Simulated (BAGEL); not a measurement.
# SiHF2 (SMILES F[SiH]F) at UHF/STO-3G (density fitting with qzvpp-jkfit)

Aim: the vertical ionisation energy of SiHF2 at UHF/STO-3G (density fitting with qzvpp-jkfit), from 2 runs. 

The calculation is run with BAGEL 1.2.2.

1 further run of the same task is left out (it didn't finish).

### Step 1. The structure to begin with

The species is SiHF2 (4 atoms), meant as a doublet with charge 0. As SMILES, `F[SiH]F`. The shape is that of a GFN2-xTB optimisation.

Bond lengths: F1–Si2 1.606 Å, Si2–F3 1.606 Å, Si2–H4 1.439 Å. Angles: F1–Si2–F3 100.4°, F1–Si2–H4 108.7°, F3–Si2–H4 108.6°.

### Step 2. The energy at UHF/STO-3G (density fitting with qzvpp-jkfit)

Contents of calc.json:

```json
{ "bagel" : [

{
  "title" : "molecule",
  "basis" : "sto-3g",
  "df_basis" : "qzvpp-jkfit",
  "angstrom" : "true",
  "geometry" : [
    { "atom" : "F", "xyz" : [       1.226950,       0.652980,      -0.410280 ] },
    { "atom" : "Si", "xyz" : [      -0.028060,      -0.342890,      -0.301090 ] },
    { "atom" : "F", "xyz" : [      -1.234200,       0.716240,      -0.252780 ] },
    { "atom" : "H", "xyz" : [       0.035310,      -1.026330,       0.964150 ] }
  ]
},

{ "title" : "uhf", "nopen" : 1 },

{ "title" : "print", "file" : "orbitals.molden", "orbitals" : "true" }

]}
```

Run with:

```console
$ BAGEL_NUM_THREADS=1 BAGEL calc.json > calc.out
```

Log:

```text
* using 1 threads per process

  ===============================================================
  ===============================================================

  *** Geometry ***

  { "atom" : "F", "xyz" : [      2.318599,      1.233953,     -0.775317 ] },
  { "atom" : "Si", "xyz" : [     -0.053026,     -0.647968,     -0.568978 ] },
  { "atom" : "F", "xyz" : [     -2.332300,      1.353497,     -0.477685 ] },
  { "atom" : "H", "xyz" : [      0.066726,     -1.939483,      1.821979 ] },

  Number of auxiliary basis functions:      300

  Since a DF basis is specified, we compute 2- and 3-index integrals:
    o Being stored without compression. Storage requirement is 0.001 GB

  Number of basis functions:       20
  Number of electrons      :       33

    * METHOD: MOLECULE                             0.04

  *** Open-shell HF ***

  === Nuclear Repulsion ===
   109.4101230507

      * DIIS with orbital gradients will be used.

  === UHF iteration (sto-3g) ===
      0       -482.14783355          0.04241514           0.01
      1       -482.23286742          0.00847461           0.01
      2       -482.23767499          0.00272061           0.01
      3       -482.23848058          0.00127300           0.01
      4       -482.23880062          0.00027052           0.01
      5       -482.23883624          0.00007685           0.01
      6       -482.23884171          0.00002516           0.01
      7       -482.23884227          0.00000728           0.01
      8       -482.23884231          0.00000223           0.01
      9       -482.23884232          0.00000123           0.01
     10       -482.23884232          0.00000047           0.01
     11       -482.23884232          0.00000017           0.01
     12       -482.23884232          0.00000006           0.01
     13       -482.23884232          0.00000001           0.01
     14       -482.23884232          0.00000000           0.01
    * SCF iteration converged.

    * S^2 (UHF) is 0.7545

    * Permanent dipole moment:
           (    0.032854,     0.743045,     0.215906) a.u.

    * METHOD: UHF                                  0.14

    * METHOD: PRINT                                0.00

  ===============================================================
```

It took 0.34 s on 1 thread of Arm Neoverse V2, shared host.

### Step 3. The singlet cation, same level

Contents of input.json:

```json
{ "bagel": [

{
  "title": "molecule",
  "basis": "sto-3g",
  "df_basis": "qzvpp-jkfit",
  "angstrom": "true",
  "geometry": [
    { "atom": "F", "xyz": [       1.226950,       0.652980,      -0.410280 ] },
    { "atom": "Si", "xyz": [      -0.028060,      -0.342890,      -0.301090 ] },
    { "atom": "F", "xyz": [      -1.234200,       0.716240,      -0.252780 ] },
    { "atom": "H", "xyz": [       0.035310,      -1.026330,       0.964150 ] }
  ]
},

{ "title": "hf", "charge": 1 },

{ "title": "print", "file": "orbitals.molden", "orbitals": "true" }

]}
```

Run with:

```console
$ BAGEL_NUM_THREADS=1 BAGEL input.json > input.out
```

Log:

```text
* using 1 threads per process

  ===============================================================
  ===============================================================

  *** Geometry ***

  { "atom" : "F", "xyz" : [      2.318599,      1.233953,     -0.775317 ] },
  { "atom" : "Si", "xyz" : [     -0.053026,     -0.647968,     -0.568978 ] },
  { "atom" : "F", "xyz" : [     -2.332300,      1.353497,     -0.477685 ] },
  { "atom" : "H", "xyz" : [      0.066726,     -1.939483,      1.821979 ] },

  Number of auxiliary basis functions:      300

  Since a DF basis is specified, we compute 2- and 3-index integrals:
    o Being stored without compression. Storage requirement is 0.001 GB

  Number of basis functions:       20
  Number of electrons      :       33

    * METHOD: MOLECULE                             0.04

  *** RHF ***

  === Nuclear Repulsion ===
   109.4101230507

      * DIIS with orbital gradients will be used.

  === RHF iteration (sto-3g) ===
      0       -481.84783836          0.03035255           0.00
      1       -481.97699634          0.01372327           0.00
      2       -481.99832610          0.00196857           0.00
      3       -481.99960254          0.00063014           0.00
      4       -481.99975460          0.00021107           0.00
      5       -481.99977325          0.00004747           0.00
      6       -481.99977422          0.00001474           0.00
      7       -481.99977432          0.00000501           0.00
      8       -481.99977433          0.00000065           0.00
      9       -481.99977433          0.00000027           0.00
     10       -481.99977433          0.00000010           0.00
     11       -481.99977433          0.00000004           0.00
     12       -481.99977433          0.00000001           0.00
    * SCF iteration converged.

    * Permanent dipole moment:
           (    0.062252,     1.684700,     0.297105) a.u.

    * METHOD: HF                                   0.07

    * METHOD: PRINT                                0.00

  ===============================================================
```

It took 0.28 s on 1 thread of Arm Neoverse V2, shared host.

### Step 4. Summary of results

Level: UHF/STO-3G (density fitting with qzvpp-jkfit).

```
                                          quantity          value
                       doublet SiHF2: total energy  -482.23884 Eh
                      doublet SiHF2: dipole moment         1.97 D
                               doublet SiHF2: ⟨S²⟩          0.754
                      singlet cation: total energy  -481.99977 Eh
                       singlet cation: HOMO energy      -19.79 eV
                       singlet cation: LUMO energy       -6.09 eV
                     singlet cation: HOMO–LUMO gap       13.70 eV
vertical ionisation energy (to the singlet cation)       6.505 eV
```

In words: Removing an electron at fixed nuclei costs 6.51 eV (150 kcal/mol). Only the singlet of the ionised species was computed; a triplet could lie lower. In a minimal basis such a difference can be off by several eV, whatever the method.
